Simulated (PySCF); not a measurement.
Compound: C₃H₄ClF.
Numbering: `[CH2:1]=[CH:2][C@H:3]([F:4])[Cl:5]`

Structure used (GFN2-xTB), in Å, numbered top down from 1:
```
atom  x, y, z in Å
C1     1.3617   -0.2513   -0.3074
C2     0.2059    0.3776   -0.4169
C3    -0.9632    0.1245    0.4731
F4    -0.6535   -0.6716    1.5261
Cl5   -2.2604   -0.6962   -0.4738
H6     1.5320   -0.9868    0.4608
H7     2.1792   -0.0459   -0.9753
H8     0.0162    1.1109   -1.1866
H9    -1.4045    1.0449    0.8749
```

A calculation gives these core lines: C 1s: 290.88 (area 1), 291.34 (area 1), 294.94 (area 1) eV; F 1s: 693.26 eV; Cl 1s: 2828.64 eV; Cl 2p3/2: 206.06 eV.

Level of theory: PySCF 2.14.0, delta-SCF UKS SCAN, pcX-2 on the ionised atom, pcseg-1 elsewhere, spin-free X2C. The structure is a single GFN2-xTB conformer in the gas phase; no vibrational or solvent corrections.

(1) Which carbon gives which C 1s line?

## Answers

(1) 290.88 eV: C1 (terminal =CH2 carbon); 291.34 eV: C2 (alkene CH carbon); 294.94 eV: C3 (sp3 C–F carbon). Lowest listed C 1s: C1, bonded to C (double bond) and 2 H. Highest, 4.06 eV above it: C3, bonded to F, Cl, C and H.

Bonded neighbours of each site: C1: C (double bond) and 2 H; C2: C (double bond), C and H; C3: F, Cl, C and H; F4: C; Cl5: C.

Q: Which photon energy gives electrons from Cl 1s of Cl5 a kinetic energy of 100 eV, and what is their de Broglie wavelength?

A: hν = 2828.64 + 100 = 2928.64 eV, recoil neglected; λ = 12.264 Å/√(E/eV) = 1.23 Å.

Spin–orbit coupling isn't in the SCF: each 2p doublet comes from a relaxed spin-free hole plus a matrix of the shell (mean-field spin–orbit coupling and the ground-state 2p splitting), with 2p3/2 averaged over its two sublevels. 2p1/2 minus 2p3/2 (ligand field included): Cl 1.65 eV.
